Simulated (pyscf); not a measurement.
Thermochemistry of product channels of H₂B–F (SMILES BF) + HCl (SMILES Cl) on the singlet surface, in kcal/mol, from ωB97M-D3(BJ)/def2-TZVP energies (ideal gas, 1 atm, RRHO with modes under 100 cm⁻¹ raised to 100, one conformer, R ln 2 for rigid chiral ones). Optimised with ωB97X-D3(BJ)/def2-SVP in PySCF.

```json
[
 {"products": "F–BH–Cl (SMILES FBCl) + H₂ (SMILES [H][H])", "ΔE": "-19.3", "ΔH(298 K)": "-20.9", "ΔG(900 K)": "-18.2", "ΔG(1200 K)": "-17.8"},
 {"products": "BH₃ (SMILES B) + F–Cl (SMILES FCl)", "ΔE": "+106.2", "ΔH(298 K)": "+105.1", "ΔG(900 K)": "+105.6", "ΔG(1200 K)": "+105.7"}
]
```

These are energies of the channels, which say nothing of barriers.
